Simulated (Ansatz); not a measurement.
Redistribution: C4H7F + CH3NO → C4H9N + CHFO

Species: C4H7F `FC1CCC1`, singlet; CH3NO (formamide) `NC=O`, singlet; C4H9N (cyclobutylamine) `NC1CCC1`, singlet; CHFO (formyl fluoride) `O=CF`, singlet. The partners trade F for NH2; both sit on C, so the bond types are kept.

Shapes, held fixed at every level: PBE0-D4/def2-TZVP. Flexible molecules stand in one conformer, not always the lowest. Programs: Ansatz 0.2.0. The zero-point and thermal change to 298 K, harmonic and unscaled (PBE0-D4/def2-TZVP), is -0.1 kJ/mol.

(1) Estimate ΔH(298 K) of this reaction.

Results:

(1) The highest level, CCSD(T)/CBS estimate, gives ΔH(298 K) = +33.3 kJ/mol; the levels span +25.4 to +46.5. The column of differences is taken from that level and isn't an error. No measured value is set beside it here. The CBS estimate extrapolates MP2 from def2-TZVPP and def2-QZVPP and adds CCSD(T) − MP2 in the triple-zeta set, cores frozen.

```json
{"level": "HF/def2-SVP", "kind": "Hartree–Fock", "ΔH(298 K) (kJ/mol)": "+45.0", "less CCSD(T)/CBS estimate": "+11.7"}
{"level": "SPW92/def2-TZVPP", "kind": "LDA", "ΔH(298 K) (kJ/mol)": "+46.5", "less CCSD(T)/CBS estimate": "+13.2"}
{"level": "r2SCAN0-D4/def2-TZVPP", "kind": "global hybrid", "ΔH(298 K) (kJ/mol)": "+43.7", "less CCSD(T)/CBS estimate": "+10.4"}
{"level": "MP2/def2-TZVPP", "kind": "perturbation theory", "ΔH(298 K) (kJ/mol)": "+28.4", "less CCSD(T)/CBS estimate": "-4.9"}
{"level": "CCSD(T)/def2-SVP", "kind": "coupled cluster or CI", "ΔH(298 K) (kJ/mol)": "+25.4", "less CCSD(T)/CBS estimate": "-7.9"}
{"level": "CCSD/def2-TZVPP", "kind": "coupled cluster or CI", "ΔH(298 K) (kJ/mol)": "+31.5", "less CCSD(T)/CBS estimate": "-1.8"}
{"level": "CCSD(T)/CBS estimate", "kind": "coupled cluster or CI", "ΔH(298 K) (kJ/mol)": "+33.3", "less CCSD(T)/CBS estimate": "0.0"}
```
